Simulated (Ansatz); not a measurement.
# CAl2: the cost of one run

The runs use Ansatz 0.2.0, Gaussian basis; cc-pVTZ, core rule «outside noble gas», up to 11 orbitals frozen.

Plan: UHF; CCSD(T) on ROHF; CCSD(T) on UHF; BCCD(T) on ROHF; CCSDT(Q) on ROHF; CCSDT(Q) on UHF.

6 further runs of the same task are left out: 2 for a known fault of the program, 4 set aside as unsound or not needed.

### Step 1. The system

The geometry is a PBE0/def2-TZVP stationary point (not a proven minimum) of the parent state, kept for this charge and spin.

3 atoms, charge 1, spin multiplicity 2.

Atoms are counted from 1 here; the program's logs count them from 0.

Bond lengths: Al2–C3 1.945 Å.

Geometry (Å):

```xyz
3
charge 1, multiplicity 2
Al    0.0000    0.0000    2.5082
Al    0.0000    0.0000   -0.2816
C     0.0000    0.0000   -2.2266
```

### Step 2. UHF

Contents of in.yaml:

```yaml
crystal:
  periodic: [false, false, false]
  atoms:
    - {symbol: Al, position_ang: [0.000000, 0.000000, 2.508200]}
    - {symbol: Al, position_ang: [0.000000, 0.000000, -0.281599]}
    - {symbol: C, position_ang: [0.000000, 0.000000, -2.226601]}
basis:
  gaussian: {orbitals: cc-pVTZ}
total_charge: 1
magnetization: {spin_polarized: true, initial_magnetization: 1}
hamiltonian: {xc: hf}
output: {orbitals: {seedname: orbitals}}
```

Command:

```console
$ ansatz run in.yaml --threads 1 --pin off --events-out ev --progress --plain --max-ram 4096MiB --backend cpu
```

**Question.** How long does this run take on 1 thread of AMD EPYC 7R13, shared host, and how much memory does it need?

About 21 s, with a peak of 0.26 GiB.
